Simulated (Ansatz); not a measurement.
**Worked example: correlation energy of SeH⁺, singlet**

Geometry: a point of a stretch scan, not a stationary point.

```xyz
2

Se    0.0000    0.0000    0.0000
H     0.0000    0.0000    1.2000
```

Basis aug-cc-pVDZ; Ansatz 0.2.0. Only valence electrons are correlated (noble-gas cores and the filled d shells of p-block atoms frozen), which leaves 6 electrons in 31 orbitals. Prefix R: restricted or restricted open-shell reference. No spin–orbit coupling is included, and no scalar relativity.

Full CI is exact within this basis and frozen core; it isn't the basis-set limit.

The determinant fills πx and πy unequally, so it is a mixture of Σ and Δ, which weighs on every level built on one determinant.

Runs differ by some tens of microhartree through their thresholds, so steps under 0.03 kcal/mol mean nothing.

```csv
level,total energy (hartree)
RHF,-2399.928537
RMP2,-2400.018363
RCCSD,-2400.048556
RCCSD(T),-2400.054760
RCCSDT*,-2400.060558
RCCSDT(Q)*,-2400.060880
full CI,-2400.060769
```

Task: What is the correlation energy at full CI, and what share of it do RMP2 and RCCSD recover?

Result: E(corr) = -2400.060769 − (-2399.928537) = -0.132232 hartree = -3.598 eV. RMP2: -0.089826 / -0.132232 = 67.93 %. RCCSD: -0.120019 / -0.132232 = 90.76 %.

Task: By how many kcal/mol does RCCSD(T) miss full CI (1 hartree = 627.509 kcal/mol), and which steps make up the rest?

Result: -2400.054760 − (-2400.060769) = 0.006009 hartree = 3.77 kcal/mol. Steps: RCCSDT − RCCSD(T) = -3.64, RCCSDT(Q) − RCCSDT = -0.20, full CI − RCCSDT(Q) = 0.07 kcal/mol. With more than one leading determinant such errors change with state and geometry, and needn't cancel in differences.

An asterisk marks runs whose energy the program itself flagged as in doubt.
